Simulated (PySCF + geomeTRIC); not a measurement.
Species: C$_{2}$H$_{6}$O, SMILES `COC` (charge 0, multiplicity 1).

Problem. Give a relaxed geometry from BP86-D3(BJ)/def2-SVP (PySCF + geomeTRIC).

Solution. the end point of this relaxation (outside a Z-matrix the atoms follow the SMILES, hydrogens last).
Z-matrix (Å, degrees):
```
O
C 1 1.4079
C 1 1.4079 2 112.46
H 2 1.1084 1 107.85 3 179.96
H 3 1.1084 1 107.85 2 -179.96
H 2 1.1200 4 108.45 1 -121.82
H 3 1.1200 5 108.45 1 121.82
H 2 1.1200 4 108.45 6 -116.36
H 3 1.1200 5 108.45 7 116.36
```
